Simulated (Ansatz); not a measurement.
A made-up structure of Mg2SiH4, singlet:

```tsv
atom	x (Å)	y (Å)	z (Å)
Mg1	-3.1014	-1.3708	-1.0852
Mg2	-0.5898	-0.2600	-0.2050
Si3	1.6811	0.7432	0.5886
H4	-4.6020	-2.0342	-1.6111
H5	-1.2144	-0.4267	1.3888
H6	1.8679	0.7052	2.0743
H7	1.8671	2.1805	0.2100
```

It is relaxed with PBE-D4/def2-SVP and then PBE0-D4/def2-TZVP (Ansatz 0.2.0). Atoms count as bonded within 1.22 times the sum of their covalent radii (H–H: 0.88 Å). The end point is not checked to be a true minimum.

(1) Does its bonding change? (Judge from chemistry; the calculation decides.)

Answers

(1) By the calculation: Yes. Formed: Si3–H5; broken: Mg2–H5.

Where it ends: The first stage lowers the energy by 2.79 eV in 19 steps. It ends as Mg₂SiH₄ ([MgH][Mg][SiH3]):
Mg1  (-3.299, -1.720, -1.409)
Mg2  (-1.101, -0.379, -0.111)
Si3  (0.887, 0.831, 1.063)
H4  (-4.612, -2.522, -2.184)
H5  (0.496, 1.547, 2.320)
H6  (1.994, -0.092, 1.471)
H7  (1.543, 1.873, 0.210)
(Å)

Labels in which every atom is bracketed show which atoms are joined, not bond orders.

For scale, one of the runs: PBE0-D4/def2-TZVP relaxation, 125 basis functions, launched by `ansatz run in.yaml --threads 2 --pin off --events-out ev --progress --plain --max-ram 4352MiB`. Hardware: 2 CPU threads of an Intel Xeon 6975P-C, shared host. Wall time about 5.5 s.
